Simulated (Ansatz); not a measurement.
Geometry optimisation, Ansatz, RKS B3LYP/def2-SVP.

input.yaml

```yaml
crystal:
  periodic: [false, false, false]
  atoms:
    - { symbol: Al, position_ang: [0.0, 0.0, 0.0] }
    - { symbol: H, position_ang: [0.0, 0.0, 1.56] }
    - { symbol: "N", position_ang: [1.6627, 0.0, -0.96] }
    - { symbol: H, position_ang: [2.1293, -0.9179, -1.2118] }
    - { symbol: H, position_ang: [2.1141, 0.9179, -1.2382] }
    - { symbol: H, position_ang: [-1.351, 0.0, -0.78] }
basis:
  gaussian: { orbitals: def2-SVP }
hamiltonian:
  xc: b3lyp
relax:
  f_tol: 0.02
  max_steps: 40
```

Launched with:

```bash
$ ansatz run input.yaml --threads 1 --pin off --max-ram 2048MiB --backend cpu --events-out ev --progress --plain --runs-dir out
```

Problem. Where does it end, and by what steps?

Solution. It converged. After 8 steps the energy has fallen by 0.824 eV; H5 moved furthest, 0.95 Å.

```tsv
step	energy less start (eV)	largest force component (eV/Å)	accepted
0	0.0000	2.085	yes
1	-0.2591	0.974	yes
2	-0.3210	0.232	yes
3	-0.4136	1.160	yes
4	-0.5860	0.701	yes
5	-0.7397	0.366	yes
6	-0.8190	0.094	yes
7	-0.8238	0.047	yes
8	-0.8241	0.003	yes
```

```xyz
6
Properties=species:S:1:pos:R:3
Al 0.035 0.000 -0.020
H 0.034 -0.565 1.459
N 1.573 0.000 -0.908
H 2.460 -0.335 -0.543
H 1.699 0.335 -1.859
H -1.246 0.565 -0.760
```

The run took 12 s on 1 thread of Arm Neoverse V1 (shared host), peak memory 0.1 GiB.
